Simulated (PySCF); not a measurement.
## Isomerisation enthalpies of C5H11Cl

**The experiment to reproduce.**

CRC Handbook of Chemistry and Physics lists, for the gas at 298.15 K: enthalpy of formation of `CCC(C)(C)Cl` (2-chloro-2-methylbutane) -202.2 kJ/mol; enthalpy of formation of `CC(C)CCCl` (1-chloro-3-methylbutane) -179.7 kJ/mol; enthalpy of formation of `CCCCCCl` (1-chloropentane) -174.9 kJ/mol.

The results are set against them at the end.

Differences of these values give the isomerisation enthalpies. Geometries: PBE0-D3(BJ)/def2-SVP; runs in PySCF, gas phase, with a dispersion term only where the level names one. Total electronic energies (Eh):

```json
{"SMILES": "CCC(C)(C)Cl", "PBE0-D3(BJ)/def2-SVP": "-656.70412"}
{"SMILES": "CC(C)CCCl", "PBE0-D3(BJ)/def2-SVP": "-656.69727"}
{"SMILES": "CCCCCCl", "PBE0-D3(BJ)/def2-SVP": "-656.69581"}
```

Geometry of `CCC(C)(C)Cl` (Å):
```
atom  x, y, z in Å
C1     0.916   -1.793    0.502
C2     0.978   -0.400   -0.100
C3    -0.215    0.515    0.181
C4    -0.007    1.876   -0.463
C5    -1.545   -0.094   -0.230
Cl6   -0.289    0.796    1.990
H7     1.851   -2.338    0.309
H8     0.773   -1.738    1.592
H9     0.094   -2.391    0.081
H10    1.885    0.118    0.252
H11    1.071   -0.469   -1.199
H12    0.030    1.767   -1.559
H13   -0.830    2.558   -0.209
H14    0.936    2.329   -0.126
H15   -1.743   -1.030    0.308
H16   -1.537   -0.307   -1.311
H17   -2.369    0.602   -0.019
```

Geometry of `CC(C)CCCl` (Å):
```
atom  x, y, z in Å
C1    -0.619    1.538    0.678
C2    -0.541    0.548   -0.478
C3    -1.775   -0.345   -0.528
C4     0.726   -0.308   -0.433
C5     2.037    0.445   -0.376
Cl6    2.243    1.565   -1.763
H7    -1.555    2.115    0.637
H8    -0.592    1.018    1.651
H9     0.210    2.262    0.654
H10   -0.501    1.129   -1.416
H11   -1.735   -1.041   -1.380
H12   -2.695    0.251   -0.625
H13   -1.865   -0.949    0.391
H14    0.693   -0.960    0.462
H15    0.739   -0.982   -1.306
H16    2.891   -0.245   -0.403
H17    2.121    1.058    0.532
```

Geometry of `CCCCCCl` (Å):
```
atom  x, y, z in Å
C1     2.1552    0.3512   -0.1217
C2     0.8800   -0.1050    0.5688
C3    -0.3848    0.3302   -0.1576
C4    -1.6630   -0.1364    0.5218
C5    -2.9364    0.3291   -0.1509
Cl6   -3.1211    2.1132   -0.0929
H7     2.2285   -0.0627   -1.1403
H8     3.0527    0.0349    0.4309
H9     2.1882    1.4488   -0.2114
H10    0.8557    0.2879    1.6006
H11    0.8848   -1.2050    0.6695
H12   -0.4060    1.4302   -0.2388
H13   -0.3633   -0.0497   -1.1956
H14   -1.6925   -1.2409    0.5469
H15   -1.6734    0.1958    1.5739
H16   -3.8264   -0.0898    0.3375
H17   -2.9584    0.0485   -1.2139
```

Zero-point and thermal terms are left out, so the computed numbers are electronic energies.

## Comparison

Relative to `CCC(C)(C)Cl`, the lowest by measurement, in kJ/mol (measured: enthalpies at 298.15 K; computed: electronic energies):

```csv
SMILES,measured,PBE0-D3(BJ)/def2-SVP
CCC(C)(C)Cl,0.0,0.0
CC(C)CCCl,22.5,18.0
CCCCCCl,27.3,21.8
```

Measured values: -202.2 kJ/mol (298.15 K; CRC Handbook of Chemistry and Physics) for the first row; the others come from the same table. Mean unsigned miss over the other isomers: PBE0-D3(BJ)/def2-SVP 5.0 kJ/mol. One conformer stands for `CCC(C)(C)Cl`, `CC(C)CCCl` and `CCCCCCl`, not necessarily the lowest, while the measurement averages over conformers. Where a level misses, the cause wasn't examined.
